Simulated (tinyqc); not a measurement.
Worked calculation: FCI on RHF in the sto-3g basis, for OH-, spin multiplicity 1. The basis has no diffuse functions, so it cannot describe the extra electron: this is an exercise in the method, not the real anion. Computed by tinyqc, a small Python program that keeps every step (integrals from PySCF). Settings: charge = -1, multiplicity = 1, basis = sto-3g, method = RHF, energy threshold = 1e-10, iteration cap = 68, orthogonalisation = symmetric, start = atomic densities, DIIS depth = 6, ci = FCI, davidson = 1. Command: `OMP_NUM_THREADS=1 python tinyqc.py 27123 27124 out.jsonl` (the two numbers bound the seeds that draw the settings). One thread of a shared host (Intel(R) Xeon(R) Processor @ 2.60GHz), about 0.2 s of CPU time with the checks. The early iterations of the SCF are left out here.

## One-electron integrals

Geometry (angstrom):
```
atom         x         y         z
O     0.000000  0.000000  0.000000
H     0.000000  0.000000  1.346000
```

Basis sto-3g: exponents (1/bohr^2) and contraction coefficients of normalised primitives:
```
element  l (shell)    exponent  coefficient
O            s (1)  130.709320     0.154329
O            s (1)   23.808861     0.535328
O            s (1)    6.443608     0.444635
O            s (2)    5.033151    -0.099967
O            s (2)    1.169596     0.399513
O            s (2)    0.380389     0.700115
O            p (3)    5.033151     0.155916
O            p (3)    1.169596     0.607684
O            p (3)    0.380389     0.391957
H            s (1)    3.425251     0.154329
H            s (1)    0.623914     0.535328
H            s (1)    0.168855     0.444635
```

Overlap, kinetic and nuclear-attraction integrals over the contracted functions; the nuclear repulsion is the sum of Za Zb / Rab.

nuclear repulsion = 3.14518402 hartree

overlap S:
```
           1O 1s     1O 2s    1O 2px    1O 2py    1O 2pz     2H 1s
1O 1s   1.000000  0.236704  0.000000  0.000000  0.000000  0.021664
1O 2s   0.236704  1.000000  0.000000  0.000000  0.000000  0.260111
1O 2px  0.000000  0.000000  1.000000  0.000000  0.000000  0.000000
1O 2py  0.000000  0.000000  0.000000  1.000000  0.000000  0.000000
1O 2pz  0.000000  0.000000  0.000000  0.000000  1.000000  0.248437
2H 1s   0.021664  0.260111  0.000000  0.000000  0.248437  1.000000
```

kinetic energy T (hartree):
```
            1O 1s      1O 2s    1O 2px    1O 2py    1O 2pz      2H 1s
1O 1s   29.003200  -0.168011  0.000000  0.000000  0.000000  -0.006985
1O 2s   -0.168011   0.808128  0.000000  0.000000  0.000000   0.011497
1O 2px   0.000000   0.000000  2.528731  0.000000  0.000000   0.000000
1O 2py   0.000000   0.000000  0.000000  2.528731  0.000000   0.000000
1O 2pz   0.000000   0.000000  0.000000  0.000000  2.528731   0.075482
2H 1s   -0.006985   0.011497  0.000000  0.000000  0.075482   0.760032
```

nuclear attraction V (hartree):
```
             1O 1s      1O 2s     1O 2px     1O 2py     1O 2pz      2H 1s
1O 1s   -61.011603  -7.276139   0.000000   0.000000  -0.007851  -0.680649
1O 2s    -7.276139  -9.444737   0.000000   0.000000  -0.098410  -1.758575
1O 2px    0.000000   0.000000  -9.354569   0.000000   0.000000   0.000000
1O 2py    0.000000   0.000000   0.000000  -9.354569   0.000000   0.000000
1O 2pz   -0.007851  -0.098410   0.000000   0.000000  -9.407237  -1.463699
2H 1s    -0.680649  -1.758575   0.000000   0.000000  -1.463699  -4.347489
```

core Hamiltonian H = T + V (hartree):
```
             1O 1s      1O 2s     1O 2px     1O 2py     1O 2pz      2H 1s
1O 1s   -32.008403  -7.444150   0.000000   0.000000  -0.007851  -0.687634
1O 2s    -7.444150  -8.636609   0.000000   0.000000  -0.098410  -1.747078
1O 2px    0.000000   0.000000  -6.825838   0.000000   0.000000   0.000000
1O 2py    0.000000   0.000000   0.000000  -6.825838   0.000000   0.000000
1O 2pz   -0.007851  -0.098410   0.000000   0.000000  -6.878506  -1.388217
2H 1s    -0.687634  -1.747078   0.000000   0.000000  -1.388217  -3.587457
```

## Two-electron integrals

Functions are numbered as in S; the eight-fold symmetry (ij|kl) = (ji|kl) = (kl|ij) leaves the list below.

Two-electron integrals (ij|kl) in chemists' order, unique and non-zero (hartree):
```
(11|11) 4.785065   (21|11) 0.741380   (21|21) 0.136873   (22|11) 1.118947
(22|21) 0.256633   (22|22) 0.817206   (31|31) 0.024477   (32|31) 0.037809
(32|32) 0.180518   (33|11) 1.115814   (33|21) 0.256684   (33|22) 0.817023
(33|33) 0.880159   (41|41) 0.024477   (42|41) 0.037809   (42|42) 0.180518
(43|43) 0.047444   (44|11) 1.115814   (44|21) 0.256684   (44|22) 0.817023
(44|33) 0.785270   (44|44) 0.880159   (51|51) 0.024477   (52|51) 0.037809
(52|52) 0.180518   (53|53) 0.047444   (54|54) 0.047444   (55|11) 1.115814
(55|21) 0.256684   (55|22) 0.817023   (55|33) 0.785270   (55|44) 0.785270
(55|55) 0.880159   (61|11) 0.068553   (61|21) 0.012565   (61|22) 0.023465
(61|33) 0.023423   (61|44) 0.023423   (61|51) 0.000544   (61|52) 0.001034
(61|55) 0.023552   (61|61) 0.001167   (62|11) 0.197311   (62|21) 0.045957
(62|22) 0.166058   (62|33) 0.163082   (62|44) 0.163082   (62|51) 0.003400
(62|52) 0.028089   (62|55) 0.171842   (62|61) 0.004307   (62|62) 0.044982
(63|31) 0.004417   (63|32) 0.027111   (63|53) 0.005554   (63|63) 0.005858
(64|41) 0.004417   (64|42) 0.027111   (64|54) 0.005554   (64|64) 0.005858
(65|11) 0.155700   (65|21) 0.036689   (65|22) 0.141684   (65|33) 0.135600
(65|44) 0.135600   (65|51) 0.006736   (65|52) 0.049168   (65|55) 0.153687
(65|61) 0.003558   (65|62) 0.046773   (65|65) 0.054004   (66|11) 0.389992
(66|21) 0.092240   (66|22) 0.384313   (66|33) 0.371091   (66|44) 0.371091
(66|51) 0.007409   (66|52) 0.087237   (66|55) 0.410379   (66|61) 0.008674
(66|62) 0.142487   (66|65) 0.169766   (66|66) 0.774606
```

## Orthogonalisation

S = U s U^T; symmetric (Loewdin) form X = U s^(-1/2) U^T, so that X^T S X = 1.

eigenvalues of S: 0.603590  0.845421  1.000000  1.000000  1.135988  1.415001

X:
```
            1O 1s      1O 2s    1O 2px    1O 2py     1O 2pz      2H 1s
1O 1s    1.022383  -0.126198  0.000000  0.000000  -0.003253   0.014405
1O 2s   -0.126198   1.051483  0.000000  0.000000   0.027523  -0.144998
1O 2px   0.000000   0.000000  1.000000  0.000000   0.000000   0.000000
1O 2py   0.000000   0.000000  0.000000  1.000000   0.000000   0.000000
1O 2pz  -0.003253   0.027523  0.000000  0.000000   1.025619  -0.135531
2H 1s    0.014405  -0.144998  0.000000  0.000000  -0.135531   1.054151
```

## Iteration 7 (converged): orbitals

converged F (hartree):
```
             1O 1s      1O 2s    1O 2px    1O 2py     1O 2pz      2H 1s
1O 1s   -19.522271  -4.998662  0.000000  0.000000  -0.013570  -0.467989
1O 2s    -4.998662  -1.823332  0.000000  0.000000   0.023495  -0.380246
1O 2px    0.000000   0.000000  0.168405  0.000000   0.000000   0.000000
1O 2py    0.000000   0.000000  0.000000  0.168405   0.000000   0.000000
1O 2pz   -0.013570   0.023495  0.000000  0.000000   0.557387  -0.239639
2H 1s    -0.467989  -0.380246  0.000000  0.000000  -0.239639   0.114191
```

Diagonalise F' = X^T F X, C = X C', fill 5 alpha and 5 beta electrons from the bottom; D = 2 C_occ C_occ^T. Each column has its largest component positive (the first on a tie).

F' = X^T F X (hartree):
```
            1          2         3         4          5          6
1  -19.157389  -2.636043  0.000000  0.000000  -0.036243  -0.018291
2   -2.636043  -0.895213  0.000000  0.000000   0.102780  -0.254807
3    0.000000   0.000000  0.168405  0.000000   0.000000   0.000000
4    0.000000   0.000000  0.000000  0.168405   0.000000   0.000000
5   -0.036243   0.102780  0.000000  0.000000   0.658180  -0.373205
6   -0.018291  -0.254807  0.000000  0.000000  -0.373205   0.287107
```

orbital energies (hartree): MO1 -19.530445, MO2 -0.593166, MO3 0.092011, MO4 0.168405, MO5 0.168405, MO6 0.924284

coefficients C:
```
              MO1        MO2        MO3       MO4        MO5        MO6
1O 1s    0.994653  -0.254840   0.066963  0.000000   0.000000  -0.051465
1O 2s    0.021984   0.979153  -0.337088  0.000000   0.000000   0.265466
1O 2px   0.000000   0.000000   0.000000  0.107509   0.994204   0.000000
1O 2py   0.000000   0.000000   0.000000  0.994204  -0.107509   0.000000
1O 2pz   0.001408  -0.011184   0.466117  0.000000   0.000000   0.923926
2H 1s   -0.003317   0.147346   0.792733  0.000000   0.000000  -0.707594
```

D after iteration 7:
```
            1O 1s      1O 2s    1O 2px    1O 2py     1O 2pz      2H 1s
1O 1s    2.117525  -0.500465  0.000000  0.000000   0.070926   0.024469
1O 2s   -0.500465   2.145702  0.000000  0.000000  -0.336083  -0.246038
1O 2px   0.000000   0.000000  2.000000  0.000000   0.000000   0.000000
1O 2py   0.000000   0.000000  0.000000  2.000000   0.000000   0.000000
1O 2pz   0.070926  -0.336083  0.000000  0.000000   0.434784   0.735707
2H 1s    0.024469  -0.246038  0.000000  0.000000   0.735707   1.300294
```

Within a degenerate level the vectors are fixed only up to a rotation; this is one choice.

## Convergence

Stop when the energy changes by less than 1e-10 hartree and every element of the error matrix X^T (F D S - S D F) X is below 3e-06.

Course of the cycle:
```
iteration   E (hartree)     change  largest element of the error matrix
1          -78.92183196          -                             6.69e-01
2          -74.02851702   4.89e+00                             9.40e-02
3          -74.03430387  -5.79e-03                             3.97e-03
4          -74.03431623  -1.24e-05                             9.61e-04
5          -74.03431690  -6.76e-07                             3.12e-05
6          -74.03431690  -7.78e-10                             2.32e-07
7          -74.03431690  -5.68e-14                             1.08e-07
```

PySCF RHF in the same basis = -74.03431690 hartree

Converged in 7 iterations.

## Integrals over molecular orbitals

(pq|rs) = sum C_ip C_jq C_kr C_ls (ij|kl), one index at a time.

one-electron integrals over orbitals h = C^T H C (hartree):
```
            1          2          3          4          5          6
1  -31.992043   0.619361  -0.156493   0.000000   0.000000   0.122496
2    0.619361  -7.168496   0.621502   0.000000   0.000000  -0.604429
3   -0.156493   0.621502  -4.672498   0.000000   0.000000  -1.592740
4    0.000000   0.000000   0.000000  -6.825838   0.000000   0.000000
5    0.000000   0.000000   0.000000   0.000000  -6.825838   0.000000
6    0.122496  -0.604429  -1.592740   0.000000   0.000000  -5.784101
```

Two-electron integrals over orbitals (pq|rs), unique and non-zero (hartree):
```
(11|11) 4.748093    (21|11) -0.458157   (21|21) 0.069350    (22|11) 1.072695
(22|21) -0.019675   (22|22) 0.753761    (31|11) 0.119562    (31|21) -0.018248
(31|22) 0.005559    (31|31) 0.010853    (32|11) -0.159202   (32|21) 0.005140
(32|22) -0.070877   (32|31) 0.008646    (32|32) 0.100282    (33|11) 0.619363
(33|21) -0.004692   (33|22) 0.524935    (33|31) 0.000097    (33|32) 0.034141
(33|33) 0.610605    (41|41) 0.025924    (42|41) 0.034941    (42|42) 0.163397
(43|41) -0.008331   (43|42) -0.034655   (43|43) 0.022989    (44|11) 1.115360
(44|21) -0.013405   (44|22) 0.780684    (44|31) 0.003549    (44|32) -0.088480
(44|33) 0.505605    (44|44) 0.880159    (51|51) 0.025924    (52|51) 0.034941
(52|52) 0.163397    (53|51) -0.008331   (53|52) -0.034655   (53|53) 0.022989
(54|54) 0.047444    (55|11) 1.115360    (55|21) -0.013405   (55|22) 0.780684
(55|31) 0.003549    (55|32) -0.088480   (55|33) 0.505605    (55|44) 0.785270
(55|55) 0.880159    (61|11) -0.092602   (61|21) 0.013934    (61|22) -0.003559
(61|31) 0.007702    (61|32) 0.019354    (61|33) -0.002698   (61|44) -0.002684
(61|55) -0.002684   (61|61) 0.024181    (62|11) 0.119115    (62|21) -0.003918
(62|22) 0.061481    (62|31) 0.015414    (62|32) 0.061550    (62|33) 0.003655
(62|44) 0.066868    (62|55) 0.066868    (62|61) 0.025374    (62|62) 0.115525
(63|11) 0.316242    (63|21) -0.004805   (63|22) 0.174854    (63|31) -0.001918
(63|32) -0.094907   (63|33) -0.039012   (63|44) 0.187830    (63|55) 0.187830
(63|61) -0.007539   (63|62) 0.011306    (63|63) 0.187138    (64|41) 0.006240
(64|42) 0.025520    (64|43) 0.016255    (64|64) 0.038061    (65|51) 0.006240
(65|52) 0.025520    (65|53) 0.016255    (65|65) 0.038061    (66|11) 0.945948
(66|21) -0.011762   (66|22) 0.677692    (66|31) 0.008447    (66|32) -0.006282
(66|33) 0.586444    (66|44) 0.672795    (66|55) 0.672795    (66|61) 0.007587
(66|62) 0.070262    (66|63) 0.092932    (66|66) 0.703219
```

## FCI: determinants and Hamiltonian

Hartree-Fock energy = -74.03431690 hartree

Slater-Condon rules over spin orbitals, with the nuclear repulsion added and E(HF) subtracted on the diagonal. Only determinants linked to the reference directly or through others are kept (one block of an abelian symmetry group), so some states are absent.

Occupation strings over the orbitals (2 doubly, a alpha, b beta, 0 empty; spin orbitals ordered 1a 1b 2a 2b ...): 222220 22a22b 2a222b a2222b 22b22a 2b222a b2222a 222202 222022 220222 2ab222 a2b222 2ba222 202222 ab2222 b2a222 ba2222 022222

H - E(HF) between determinants (hartree):
```
           222220     22a22b     2a222b     a2222b     22b22a     2b222a     b2222a     222202
222220   0.000000   0.000000   0.000000   0.000000   0.000000   0.000000   0.000000   0.038061
22a22b   0.000000   0.432966   0.017588  -0.015986  -0.187138  -0.011306   0.007539  -0.016255
2a222b   0.000000   0.017588   0.955283   0.037136  -0.011306  -0.115525  -0.025374  -0.025520
a2222b   0.000000  -0.015986   0.037136  19.532961   0.007539  -0.025374  -0.024181  -0.006240
22b22a   0.000000  -0.187138  -0.011306   0.007539   0.432966   0.017588  -0.015986   0.016255
2b222a   0.000000  -0.011306  -0.115525  -0.025374   0.017588   0.955283   0.037136   0.025520
b2222a   0.000000   0.007539  -0.025374  -0.024181  -0.015986   0.037136  19.532961   0.006240
222202   0.038061  -0.016255  -0.025520  -0.006240   0.016255   0.025520   0.006240   0.480076
222022   0.038061  -0.016255  -0.025520  -0.006240   0.016255   0.025520   0.006240   0.047444
220222   0.187138   0.131944   0.094907   0.001918  -0.131944  -0.094907  -0.001918   0.022989
2ab222  -0.011306  -0.094907   0.081922  -0.004805   0.066607  -0.061550  -0.015414   0.034655
a2b222   0.007539  -0.001918  -0.004805   0.223310   0.010285  -0.019354  -0.007702   0.008331
2ba222   0.011306   0.066607  -0.061550  -0.015414  -0.094907   0.081922  -0.004805  -0.034655
202222   0.115525  -0.061550   0.008781   0.003918   0.061550  -0.008781  -0.003918   0.163397
ab2222  -0.025374   0.015414  -0.003918   0.048853  -0.019354   0.011147  -0.013934  -0.034941
b2a222  -0.007539   0.010285  -0.019354  -0.007702  -0.001918  -0.004805   0.223310  -0.008331
ba2222   0.025374  -0.019354   0.011147  -0.013934   0.015414  -0.003918   0.048853   0.034941
022222   0.024181  -0.007702  -0.013934   0.100189   0.007702   0.013934  -0.100189   0.025924

           222022     220222     2ab222     a2b222     2ba222     202222     ab2222     b2a222
222220   0.038061   0.187138  -0.011306   0.007539   0.011306   0.115525  -0.025374  -0.007539
22a22b  -0.016255   0.131944  -0.094907  -0.001918   0.066607  -0.061550   0.015414   0.010285
2a222b  -0.025520   0.094907   0.081922  -0.004805  -0.061550   0.008781  -0.003918  -0.019354
a2222b  -0.006240   0.001918  -0.004805   0.223310  -0.015414   0.003918   0.048853  -0.007702
22b22a   0.016255  -0.131944   0.066607   0.010285  -0.094907   0.061550  -0.019354  -0.001918
2b222a   0.025520  -0.094907  -0.061550  -0.019354   0.081922  -0.008781   0.011147  -0.004805
b2222a   0.006240  -0.001918  -0.015414  -0.007702  -0.004805  -0.003918  -0.013934   0.223310
222202   0.047444   0.022989   0.034655   0.008331  -0.034655   0.163397  -0.034941  -0.008331
222022   0.480076   0.022989   0.034655   0.008331  -0.034655   0.163397  -0.034941  -0.008331
220222   0.022989   1.006869  -0.058012   0.024336   0.058012   0.100282  -0.008646  -0.024336
2ab222   0.034655  -0.058012   1.352267   0.044207  -0.100282   0.047006   0.005140  -0.008646
a2b222   0.008331   0.024336   0.044207  19.756117  -0.008646  -0.005140  -0.135332  -0.010853
2ba222  -0.034655   0.058012  -0.100282  -0.008646   1.352267  -0.047006   0.018875   0.044207
202222   0.163397   0.100282   0.047006  -0.005140  -0.047006   2.012162  -0.029224   0.005140
ab2222  -0.034941  -0.008646   0.005140  -0.135332   0.018875  -0.029224  20.640518   0.018248
b2a222  -0.008331  -0.024336  -0.008646  -0.010853   0.044207   0.005140   0.018248  19.756117
ba2222   0.034941   0.008646   0.018875   0.018248   0.005140   0.029224  -0.069350  -0.135332
022222   0.025924   0.010853   0.018248  -0.095128  -0.018248   0.069350   0.409259   0.095128

           ba2222     022222
222220   0.025374   0.024181
22a22b  -0.019354  -0.007702
2a222b   0.011147  -0.013934
a2222b  -0.013934   0.100189
22b22a   0.015414   0.007702
2b222a  -0.003918   0.013934
b2222a   0.048853  -0.100189
222202   0.034941   0.025924
222022   0.034941   0.025924
220222   0.008646   0.010853
2ab222   0.018875   0.018248
a2b222   0.018248  -0.095128
2ba222   0.005140  -0.018248
202222   0.029224   0.069350
ab2222  -0.069350   0.409259
b2a222  -0.135332   0.095128
ba2222  20.640518  -0.409259
022222  -0.409259  42.625337
```

## FCI: roots

Diagonalise (each vector has its largest component positive (the first on a tie)); all determinants have Ms = 0, so triplets appear too. The lowest singlet root is the correlation energy.

lowest roots of this matrix, relative to E(HF) (hartree): -0.042223  0.244944  0.432632  0.473938  0.533035  0.838807  0.893380  1.221249

lowest vectors:
```
           root 1     root 2     root 3     root 4
222220   0.980007   0.000000   0.000000   0.008333
22a22b   0.030702   0.706775   0.000000   0.212766
2a222b   0.011879  -0.008174   0.000000   0.082386
a2222b  -0.000007   0.000340   0.000000   0.000474
22b22a  -0.030702   0.706775   0.000000  -0.212766
2b222a  -0.011879  -0.008174   0.000000  -0.082386
b2222a   0.000007   0.000340   0.000000  -0.000474
222202  -0.045236   0.000000   0.707107   0.651934
222022  -0.045236   0.000000  -0.707107   0.651934
220222  -0.178416   0.000000   0.000000  -0.179353
2ab222   0.005966   0.020044   0.000000  -0.028372
a2b222  -0.000126  -0.000353   0.000000  -0.000213
2ba222  -0.005966   0.020044   0.000000   0.028372
202222  -0.037701   0.000000   0.000000  -0.109534
ab2222   0.000887   0.000114   0.000000   0.001710
b2a222   0.000126  -0.000353   0.000000   0.000213
ba2222  -0.000887   0.000114   0.000000  -0.001710
022222  -0.000398   0.000000   0.000000  -0.000460
```

<S^2> of these roots: 0.000000  2.000000  0.000000  0.000000  0.000000  2.000000  0.000000  0.000000

weight of the ground state by excitation level 0, 1, 2, ...: 0.960413  0.002167  0.037419

## The lowest root by the Davidson method

Start from the reference; add the residual divided by (theta - H_ii), orthogonalised, at each step.

Davidson iterations:
```
iteration  subspace  lowest Ritz value (hartree)  residual norm
1                 1                            0       2.31e-01
2                 2                  -0.03997291       4.05e-02
3                 3                  -0.04216005       9.15e-03
4                 4                  -0.04222115       1.50e-03
5                 5                  -0.04222289       8.02e-05
6                 6                  -0.04222289       1.35e-05
7                 7                  -0.04222289       2.80e-06
8                 8                  -0.04222289       3.80e-08
```
